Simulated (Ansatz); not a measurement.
**FH₃MgN+ (SMILES [NH3+][Mg][F]): single points off equilibrium**

One table from this session's results is given with a row withheld; the runs are named, their logs left out.

Computed with Ansatz 0.2.0, Gaussian basis. Level: single points in def2-TZVPP.

Correlated methods freeze the cores. The outer core shell of Li, Na, Mg and K is correlated.

## The starting structure

SMILES `[NH3+][Mg][F]`, 6 atoms, charge 1, spin multiplicity 1.

Atoms are counted from 1 here; the program's logs count them from 0.

Bond lengths: N1–Mg2 2.068 Å, N1–H4 1.027 Å, N1–H5 1.024 Å, N1–H6 1.022 Å, Mg2–F3 1.748 Å. Angles: Mg2–N1–H4 118.8°, Mg2–N1–H5 95.7°, Mg2–N1–H6 116.6°, H4–N1–H5 102.8°, H4–N1–H6 112.8°, H5–N1–H6 106.5°, N1–Mg2–F3 107.4°.

Geometry (Å):

```xyz
6

N    -0.57445    0.23345   -0.33998
Mg    0.53179   -1.34981    0.39948
F     1.98279   -0.68668    1.11444
H    -1.51061    0.40484    0.04528
H    -0.01043    0.96629    0.09988
H    -0.52533    0.39508   -1.34776
```

The first run:

Contents of run/in.yaml:

```yaml
crystal:
  periodic: [false, false, false]
  atoms:
    - {symbol: N, position_ang: [-0.574450, 0.233450, -0.339982]}
    - {symbol: Mg, position_ang: [0.531793, -1.349808, 0.399485]}
    - {symbol: F, position_ang: [1.982787, -0.686685, 1.114441]}
    - {symbol: H, position_ang: [-1.510609, 0.404835, 0.045285]}
    - {symbol: H, position_ang: [-0.010428, 0.966289, 0.099879]}
    - {symbol: H, position_ang: [-0.525329, 0.395083, -1.347760]}
basis:
  gaussian: {orbitals: def2-TZVPP}
total_charge: 1
hamiltonian: {xc: pbe, dispersion: d4}
output: {forces: true}
```

On the command line:

```console
> ansatz run in.yaml --threads 2 --pin off --events-out ev --progress --plain --max-ram 3481MiB
```

Among the steps run: PBE-D4/def2-TZVPP; r2SCAN-D4/def2-TZVPP; PBE0-D4/def2-TZVPP; wB97M-V/def2-TZVPP; CCSD(T)/def2-TZVPP.

One of the session's tables, all rows but one given; the rest of the session is left out.

```
   method  RMS force component (eV/Å)  angle to CCSD(T) forces (°)
   PBE-D4                       0.274                         34.8
r2SCAN-D4                       0.340                          2.4
  PBE0-D4                           ?                            ?
  wB97M-V                       0.332                          5.4
  CCSD(T)                       0.352                    reference
```

Estimate the missing values for PBE0-D4.

**Answer.** RMS force component (eV/Å): 0.351; angle to CCSD(T) forces (°): 4.3. In the column «RMS force component (eV/Å)» it lies between r2SCAN-D4 (0.340) and CCSD(T) (0.352).
